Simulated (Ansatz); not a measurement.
# C₂H₅O−: small, medium and large basis sets

Aim: see how fast density functionals converge with the basis set for C₂H₅O−.

The runs use Ansatz 0.2.0, Gaussian basis; one geometry, several basis sets.

Plan: PBE0-D4/def2-SVPD; ωB97M-V/def2-SVPD; PBE0-D4/def2-QZVPPD; ωB97M-V/def2-QZVPPD; the functionals' def2-TZVPPD values are taken from earlier runs.

**1. Structure used throughout**

An earlier PBE0-D4 in a triple-zeta def2 set relaxation fixed the geometry.

8 atoms, charge -1, spin multiplicity 1.

Atoms are counted from 1 here; the program's logs count them from 0.

Bond lengths: C1–C2 1.548 Å, C1–H4 1.103 Å, C1–H5 1.097 Å, C1–H6 1.097 Å, C2–O3 1.325 Å, C2–H7 1.138 Å, C2–H8 1.138 Å. Angles: C2–C1–H4 112.1°, C2–C1–H5 109.5°, C2–C1–H6 109.6°, H4–C1–H5 108.9°, H4–C1–H6 108.9°, H5–C1–H6 107.6°, C1–C2–O3 114.4°, C1–C2–H7 104.5°, C1–C2–H8 104.5°, O3–C2–H7 114.8°, O3–C2–H8 114.8°, H7–C2–H8 102.5°.

**2. PBE0-D4 in def2-SVPD**

The input, in.yaml:

```yaml
crystal:
  periodic: [false, false, false]
  atoms:
    - {symbol: C, position_ang: [-0.440689, 0.576294, -0.257985]}
    - {symbol: C, position_ang: [0.455526, -0.573592, 0.261846]}
    - {symbol: O, position_ang: [1.696464, -0.211114, 0.553346]}
    - {symbol: H, position_ang: [-1.463567, 0.233940, -0.488632]}
    - {symbol: H, position_ang: [0.003415, 1.006642, -1.163946]}
    - {symbol: H, position_ang: [-0.492739, 1.370915, 0.496442]}
    - {symbol: H, position_ang: [0.369447, -1.383922, -0.532341]}
    - {symbol: H, position_ang: [-0.127847, -1.019182, 1.131261]}
basis:
  gaussian: {orbitals: def2-SVPD}
total_charge: -1
hamiltonian: {xc: pbe0, dispersion: d4}
output: {orbitals: {seedname: orbitals}}
```

The run is started by

```sh
$ ansatz run in.yaml --threads 2 --pin off --events-out ev --progress --plain --max-ram 32768MiB --backend cpu
```

Further steps of the session: ωB97M-V in def2-SVPD; PBE0-D4 in def2-QZVPPD; ωB97M-V in def2-QZVPPD.

Before running them: what should the planned runs give, taken together? Wanted: PBE0-D4: double and triple zeta above quadruple; ωB97M-V: double and triple zeta above quadruple.

The runs gave:

| quantity | value |
| --- | --- |
| PBE0-D4: double and triple zeta above quadruple | 4.74, 0.22 eV |
| ωB97M-V: double and triple zeta above quadruple | 4.89, 0.21 eV |

**Reading.** For PBE0-D4 the step from double to triple zeta gains 4.51 eV and the next only 0.22 eV. Total energies overstate the basis error of differences, where much of it tends to cancel. The LUMO of ωB97M-V is positive and keeps falling with the basis (6.08 to 4.42 eV): an unbound level that the basis holds in place.
